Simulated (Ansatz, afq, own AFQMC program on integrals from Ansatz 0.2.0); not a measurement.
## GeH3, doublet → GeH3⁺, triplet

```csv
atom,x (Å),y (Å),z (Å)
Ge,0.0000,0.0000,-0.0187
H,1.4650,0.0169,0.4526
H,-0.7483,1.2611,0.4484
H,-0.7191,-1.2778,0.4488
```

E(triplet, charge +1) − E(doublet, charge +0) at this geometry, on ROHF and UHF determinants.

Basis cc-pVDZ. Only valence electrons are correlated. Integrals, coupled cluster, full CI and functionals: Ansatz 0.2.0; the random walks run on the same integrals in our own AFQMC program. The CISD trial takes its coefficients from CCSD amplitudes. Released means that phaseless walkers are propagated on without the constraint, phases kept. Uncertainties: one standard error, sampling alone. No spin–orbit coupling. The errors of all members are added in quadrature.

No full CI on the walks' own integrals is used here; CCSDT(Q) serves as the reference and is uncertain by about the last step of the cluster series. Each member takes its own surest rung, up to full CI.

Errors are counted within cc-pVDZ, not against nature.

Cautions: inner d shell frozen; no relativity below Rb; no spin-orbit coupling; GeH₃⁺ (triplet): lower spins were not checked, the search met a lower determinant of the same kind, perhaps of another symmetry (20 meV lower), and this one is a saddle point, unrestricted determinant slightly spin contaminated (⟨S²⟩ 2.05 against 2.00), the released energies are still falling, so no released level is given (meV from the phaseless value at times in 1/Eh: -7 ± 7 at 0.24, -5 ± 3 at 0.51, -8 ± 4 at 0.99, -10 ± 4 at 1.62, -14 ± 4 at 2.40), though the last usable value meets full CI within the noise, its ph-AFQMC/CISD value lies 19 ± 3 meV above full CI; this needn't be the first ionization.

| level | vertical ionization energy (kcal/mol) |
| --- | --- |
| MP2 | 281.6 |
| CCSD | 281.2 |

Problem. From these cheaper values, estimate the vertical ionization energy at the reference level in cc-pVDZ.

Solution. 281.1 kcal/mol (CCSDT(Q) in cc-pVDZ).

```csv
level,vertical ionization energy (kcal/mol),error against CCSDT(Q) (kcal/mol)
HF,267.3,-13.8
CCSD(T),281.2,0.1
CCSDT,281.1,0.0
ph-AFQMC/CISD,281.6 ± 0.1,0.5 ± 0.1
```

Correlation beyond CCSD(T) takes off 0.1 kcal/mol. The perturbative (T) step is worth −0.0 kcal/mol.

A walk keeps the symmetry of its determinant, which the program's search chose and which needn't be the lowest solution, so a lower state of the same spin and another symmetry isn't excluded.
